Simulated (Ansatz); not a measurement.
**PH₂+ (singlet): the correlation ladder at angle H2–P1–H3 = 180.0°, cc-pVDZ**

The task here is to estimate one member of a computed series from the others.

Computed with Ansatz 0.2.0, Gaussian basis. Level: cc-pVDZ, core rule «outside noble gas», up to 5 orbitals frozen.

The runs, in order: UHF; CCSD(T) on RHF; CCSD(T) on UHF; BCCD(T) on RHF; CISD; CCSDT(Q) on RHF; CCSDT(Q) on UHF; CCSDTQ on RHF; CASSCF and MRCISD+Q, 2 electrons in 2 orbitals; CASSCF and NEVPT2, 2 electrons in 2 orbitals; CASSCF and MRCISD+Q, 6 electrons in 6 orbitals; CASSCF and NEVPT2, 6 electrons in 6 orbitals; Full CI.

9 further runs of the same task are left out: 7 that didn't finish, 2 set aside as unsound or not needed.

## The geometry

The geometry derives from a PBE0/def2-TZVP stationary point (not a proven minimum). One angle is set to the value named; bond lengths are kept.

3 atoms, charge 1, spin multiplicity 1.

Atoms are counted from 1 here; the program's logs count them from 0.

Bond lengths: P1–H2 1.429 Å, P1–H3 1.429 Å. Angles: H2–P1–H3 180.0°.

As a file:

| atom | x (Å) | y (Å) | z (Å) |
| --- | --- | --- | --- |
| P1 | 0.00000 | 0.00000 | 0.00000 |
| H2 | 0.00000 | 0.00000 | 1.42919 |
| H3 | 0.00000 | 0.00000 | -1.42919 |

Set-up of the first run:

in.yaml

```yaml
crystal:
  periodic: [false, false, false]
  atoms:
    - {symbol: P, position_ang: [0.000000, 0.000000, 0.000000]}
    - {symbol: H, position_ang: [0.000000, 0.000000, 1.429187]}
    - {symbol: H, position_ang: [0.000000, 0.000000, -1.429187]}
basis:
  gaussian: {orbitals: cc-pVDZ}
total_charge: 1
magnetization: {spin_polarized: true, initial_magnetization: 0}
hamiltonian: {xc: hf}
output: {orbitals: {seedname: orbitals}}
```

Launch:

```console
ansatz run in.yaml --threads 1 --pin off --events-out ev --progress --plain --max-ram 2393MiB
```

Steps of the session up to this table: UHF; CCSD(T) on RHF; CCSD(T) on UHF; BCCD(T) on RHF; CISD; CCSDT(Q) on RHF; CCSDT(Q) on UHF; CCSDTQ on RHF; CASSCF and MRCISD+Q, 2 electrons in 2 orbitals; CASSCF and NEVPT2, 2 electrons in 2 orbitals; CASSCF and MRCISD+Q, 6 electrons in 6 orbitals; CASSCF and NEVPT2, 6 electrons in 6 orbitals; Full CI.

One table of the session follows, with a row left open; its other results are not shown here.

```
          method  from FCI (meV)
             RHF         +4031.2
            RMP2         +1298.4
            CISD          +623.9
           RCCSD          +372.9
        RCCSD(T)          +172.5
         BCCD(T)          +174.6
          RCCSDT           +14.0
       RCCSDT(Q)               ?
         RCCSDTQ            -0.1
     CASSCF pair         +3382.8
     NEVPT2 pair          +741.7
     MRCISD pair          +197.2
   MRCISD+Q pair           -36.9
  CASSCF valence         +2471.5
  NEVPT2 valence          +605.0
  MRCISD valence           +96.3
MRCISD+Q valence           -32.0
             FCI               0
```

Estimate the missing values for RCCSDT(Q).

**Answer.** from FCI (meV): -6.5. In the column «from FCI (meV)» it lies between MRCISD+Q valence (-32.0) and RCCSDTQ (-0.1).

Left out of the table: UHF, UMP2, UCCSD, UCCSD(T), UCCSDT, UCCSDT(Q) (another determinant or state than the rows shown).

Caveats from the session: The report flags that the cluster equations may have other roots. The program flags RCCSDT(Q), RCCSDTQ as in doubt, so those rows may rest on another solution; read them beside their warnings. RCCSDT(Q), MRCISD+Q pair, MRCISD+Q valence fall below full CI, which methods that aren't variational can do.
